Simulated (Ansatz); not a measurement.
**BHS (singlet): wB97M-V, HSE06 over a scan of the distance B1–H3, 6-31G**

Aim: run BHS (singlet) with these functionals over a scan of the distance B1–H3, and hold them against the top wave-function level at the same points.

Method: 6-31G, all electrons in the functionals; program: Ansatz 0.2.0, Gaussian basis.

The runs, in order: wB97M-V, HSE06, at 0.961 Å; 1.055 Å; 1.175 Å; 1.291 Å; 1.467 Å; 1.594 Å; 1.917 Å; 2.150 Å; 2.560 Å; 3.170 Å; 3.984 Å.

16 further runs of the same task are left out: 12 that didn't finish, 4 set aside as unsound or not needed.

## 1. The geometry

The geometry derives from a PBE0/def2-TZVP stationary point (not a proven minimum). One bond is set to the value named and the two fragments are kept rigid.

3 atoms, charge 0, spin multiplicity 1.

Atoms are counted from 1 here; the program's logs count them from 0.

Bond lengths: B1–S2 1.598 Å, B1–H3 1.175 Å. Angles: S2–B1–H3 180.0°.

No dispersion term is added; wB97M-V holds VV10 nonlocal correlation. HSE06 is the plane-wave form.

The geometry shown and the zero of energy belong to the point 1.175 Å. The yardstick, FCI, and other wave-function levels (R restricted, U unrestricted, valence and pair active spaces) come from earlier runs.

## 2. wB97M-V, 0.961 Å

The input, in.yaml:

```yaml
crystal:
  periodic: [false, false, false]
  atoms:
    - {symbol: B, position_ang: [0.000000, 0.000000, 0.212267]}
    - {symbol: S, position_ang: [0.000000, 0.000000, -1.385533]}
    - {symbol: H, position_ang: [0.000000, 0.000000, 1.173267]}
basis:
  gaussian: {orbitals: 6-31G}
hamiltonian: {xc: {name: wB97M-V}}
output: {orbitals: {seedname: orbitals}}
```

The run is started by

```bash
> ansatz run in.yaml --threads 1 --pin off --events-out ev --progress --plain --max-ram 2393MiB
```

Further steps of the session: wB97M-V, 1.055 Å; wB97M-V, 1.175 Å; wB97M-V, 1.291 Å; wB97M-V, 1.467 Å; wB97M-V, 1.594 Å; wB97M-V, 1.917 Å; wB97M-V, 2.150 Å; wB97M-V, 2.560 Å; wB97M-V, 3.170 Å; wB97M-V, 3.984 Å; HSE06, 0.961 Å; HSE06, 1.055 Å; HSE06, 1.175 Å; HSE06, 1.291 Å; HSE06, 1.467 Å; HSE06, 1.594 Å; HSE06, 1.917 Å; HSE06, 2.150 Å; HSE06, 2.560 Å; HSE06, 3.170 Å; HSE06, 3.984 Å.

Q: Predict the results of all the runs planned. Wanted: span of the FCI curve; largest miss, wB97M-V; largest miss, HSE06.

As calculated:

```
             quantity                     value
span of the FCI curve            100.9 kcal/mol
largest miss, wB97M-V  +20.5 kcal/mol (2.560 Å)
  largest miss, HSE06  +15.0 kcal/mol (2.560 Å)
```

In words: Of the functionals, HSE06 keep the smallest largest miss at the points compared (at most 15.0 kcal/mol) and wB97M-V strays most (20.5 kcal/mol, at 2.560 Å). wB97M-V, HSE06 clearly break the spin symmetry at some points (⟨S²⟩ up to 1.02 above the pure value), so energy there is bought with a mixed spin. Functionals and the yardstick converge differently with the basis, so part of each miss in 6-31G is the basis.
